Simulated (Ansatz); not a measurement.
**SiH₅ (doublet): wave-function methods side by side at distance Si1–H5 along a hydrogen transfer = 1.755 Å, cc-pVTZ**

One table from this session's results is given with a row withheld; the runs are named, their logs left out.

Computed with Ansatz 0.2.0, Gaussian basis. Level: cc-pVTZ, core rule «outside noble gas», up to 5 orbitals frozen.

The runs, in order: UHF; CCSD(T) on ROHF; CCSD(T) on UHF; BCCD(T) on ROHF; CCSDT(Q) on ROHF; CCSDT(Q) on UHF; CASSCF and NEVPT2, 3 electrons in 3 orbitals; CASSCF and NEVPT2, 9 electrons in 9 orbitals.

## The system

The geometry derives from fragments relaxed apart (PBE0/def2-TZVP) and kept rigid, so it is no stationary point. A hydrogen atom is moved between rigid fragments.

6 atoms, charge 0, spin multiplicity 2.

Atoms are counted from 1 here; the program's logs count them from 0.

Bond lengths: Si1–H2 1.485 Å, Si1–H3 1.485 Å, Si1–H4 1.485 Å. Angles: H2–Si1–H3 109.5°, H2–Si1–H4 109.5°, H3–Si1–H4 109.5°.

The first run:

File in.yaml:

```yaml
crystal:
  periodic: [false, false, false]
  atoms:
    - {symbol: Si, position_ang: [-0.095252, 0.000000, 0.000000]}
    - {symbol: H, position_ang: [-0.590124, 1.399708, 0.000000]}
    - {symbol: H, position_ang: [-0.590123, -0.699854, 1.212183]}
    - {symbol: H, position_ang: [-0.590124, -0.699854, -1.212183]}
    - {symbol: H, position_ang: [1.659748, 0.000000, 0.000000]}
    - {symbol: H, position_ang: [2.764748, 0.000000, 0.000000]}
basis:
  gaussian: {orbitals: cc-pVTZ}
magnetization: {spin_polarized: true, initial_magnetization: 1}
hamiltonian: {xc: hf}
output: {orbitals: {seedname: orbitals}}
```

The run is started by

```bash
> ansatz run in.yaml --threads 1 --pin off --events-out ev --progress --plain --max-ram 4096MiB --backend cpu
```

Steps of the session up to this table: UHF; CCSD(T) on ROHF; CCSD(T) on UHF; BCCD(T) on ROHF; CCSDT(Q) on ROHF; CCSDT(Q) on UHF; CASSCF and NEVPT2, 3 electrons in 3 orbitals; CASSCF and NEVPT2, 9 electrons in 9 orbitals.

One table of the session follows, with a row left open; its other results are not shown here.

| method | from UCCSDT(Q) (meV) |
| --- | --- |
| ROHF | +5509.9 |
| UHF | +5270.1 |
| RMP2 | +1109.4 |
| UMP2 | +1120.5 |
| RCCSD | +165.4 |
| UCCSD | +159.4 |
| RCCSD(T) | +30.4 |
| UCCSD(T) | +31.0 |
| BCCD(T) | ? |
| RCCSDT | +4.6 |
| UCCSDT | +4.0 |
| RCCSDT(Q) | +0.6 |
| UCCSDT(Q) | 0 |
| CASSCF pair | +4821.0 |
| NEVPT2 pair | +1048.2 |
| CASSCF valence | +3634.3 |
| NEVPT2 valence | +1104.9 |

**Question.** Estimate the row for BCCD(T).

As computed: from UCCSDT(Q) (meV): +29.9. In the column «from UCCSDT(Q) (meV)» it lies between RCCSDT (+4.6) and RCCSD(T) (+30.4).

To keep in mind: Restricted and unrestricted rows rest on different reference determinants; where their highest levels disagree by more than a few hundredths of an eV, they describe different states and don't form one ladder.
